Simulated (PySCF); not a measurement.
## Ionisation energy of O by level of theory

O [He] 2s2 2p4 (3P) → O⁺ [He] 2s2 2p3 (4S), as a difference of total energies. All numbers are calculated (PySCF 2.14, the spin-free X2C one-electron Hamiltonian (Gaussian nucleus), in aug-cc-pVDZ-DK). Correlated levels: valence: 1s2 frozen. The calculations carry no spin-orbit coupling.

| method | ionisation energy (eV) | error (eV) |
| --- | --- | --- |
| UHF | 12.047 | -1.561 |
| MP2 (valence) | 13.086 | -0.522 |
| SCS-MP2 (valence) | 13.105 | -0.503 |
| CCSD (valence) | 13.110 | -0.498 |
| CCSD(T) (valence) | 13.138 | -0.470 |
| CCSDT (valence) | 13.142 | -0.466 |

Reference: 13.608 eV (measured; NIST levels, between the centres of gravity of the two terms).

Errors of the correlated levels include the incompleteness of this basis and the frozen core.
